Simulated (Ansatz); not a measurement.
Cost and result for the atomization energy of C3H7FS, SMILES `CCSCF` (12 atoms, 11 bonds).

```xyz
12

C     0.5947    1.4319    0.1290
C     0.6467    0.1135    0.8751
S    -0.9233   -0.7829    0.9401
C    -1.0477   -1.3876   -0.7261
F    -1.4658   -0.4366   -1.6393
H     1.5648    1.9346    0.1829
H     0.3437    1.2829   -0.9217
H    -0.1593    2.0922    0.5609
H     0.9099    0.2698    1.9244
H     1.4019   -0.5573    0.4558
H    -0.0805   -1.7673   -1.0655
H    -1.7851   -2.1931   -0.7157
```

Charge 0, multiplicity 1. Geometry: relaxed with PBE0-D4/def2-TZVP. It is one conformer, not always the lowest. Program: Ansatz. All runs use 4 threads of an Arm Neoverse V2 on a shared host. Times are those of one run each, without the atoms' runs, and a repeat can differ threefold. Electronic energies, without spin–orbit coupling; frozen cores. CCSD(T)/CBS adds CCSD(T) − MP2 in def2-TZVPP to the MP2 limit, and its time is that of the two runs behind it. T1 = 0.011. B3LYP takes the VWN-RPA correlation (the form of Gaussian; ORCA's B3LYP/G).

CCSD(T)/CBS is a level of theory with its own doubt, some kJ/mol a heavy atom from the limit and from the frozen cores, so smaller differences don't rank the functionals.

| level | functions | wall time |
| --- | --- | --- |
| LDA (SPW92)/def2-TZVPP | 264 | 1.1 s |
| PBE-D4/def2-TZVPP (with forces) | 264 | 2.3 s |
| PBE0-D4/def2-TZVPP | 264 | 2.6 s |
| BHLYP-D4/def2-TZVPP | 264 | 2.6 s |
| B3LYP-D4/def2-TZVPP (with forces) | 264 | 4.1 s |
| B2PLYP/def2-TZVPP | 264 | 4.8 s |
| PBE-QIDH/def2-TZVPP | 264 | 4.9 s |
| CCSD(T)/def2-SVP | 109 | 4.9 s |
| B97M-V/def2-TZVPP | 264 | 8 s |
| ωB97M-V/def2-TZVPP (with forces) | 264 | 9.5 s |
| MP2/def2-QZVPP | 508 | 21 s |
| CCSD(T)/def2-TZVPP | 264 | 2.8 min |
| CCSD(T)/CBS(def2) | – | 3.2 min |

**Question.** What atomization energy does each give, and how far from CCSD(T)/CBS? (Estimate.)

**Answer.** The calculation gave: 
```tsv
level	atomization (kJ/mol)	difference from CCSD(T)/CBS	per bond
LDA (SPW92)/def2-TZVPP	5155.5	674.8	61.3
PBE-D4/def2-TZVPP (with forces)	4588.1	107.4	9.8
PBE0-D4/def2-TZVPP	4509.6	28.9	2.6
BHLYP-D4/def2-TZVPP	4350.4	-130.3	-11.9
B3LYP-D4/def2-TZVPP (with forces)	4478.7	-2.0	-0.2
B2PLYP/def2-TZVPP	4431.1	-49.6	-4.5
PBE-QIDH/def2-TZVPP	4465.5	-15.2	-1.4
CCSD(T)/def2-SVP	4257.9	-222.8	-20.3
B97M-V/def2-TZVPP	4493.6	12.9	1.2
ωB97M-V/def2-TZVPP (with forces)	4500.0	19.3	1.8
MP2/def2-QZVPP	4498.5	17.8	1.6
CCSD(T)/def2-TZVPP	4370.2	-110.5	-10.0
CCSD(T)/CBS(def2)	4480.7	0.0	0.0
```

In def2-TZVPP, CCSD(T) changes the Hartree–Fock value by +1087.6 kJ/mol (the triples alone add +64.6 kJ/mol) and MP2 by +1151.0 kJ/mol; breaking electron pairs costs correlation energy, which Hartree–Fock lacks. Leaving LDA and LC-ωPBE aside and taking each functional with its dispersion term where it has one, the values spread over 237.8 kJ/mol, from BHLYP-D4 to PBE-D4. LDA lies +590.1 kJ/mol from PBE without D4, its usual overbinding. At CCSD(T), def2-SVP lies −222.9 kJ/mol from the extrapolated value and def2-TZVPP −110.5 kJ/mol: correlation converges slowly with the basis, and small sets miss more of it in the bonded molecule than in its fragments.
